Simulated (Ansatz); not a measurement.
Q: Name a neutral molecule of C, N, O, P and H with size of the dipole moment (B3LYP/def2-TZVPP) between 2.15 and 2.45 D and vertical ionisation energy (CCSD(T)/CBS(def2)) between 9.95 and 10.25 eV (Ansatz, PBE0-D4/def2-TZVP geometry).

A: `O=C=NP` (2.20 D, 10.02 eV). Other molecules can fit too; these were computed, each in one conformer that needn't be the lowest.

B3LYP here is the variant with VWN-RPA as its local correlation; programs differ in this.
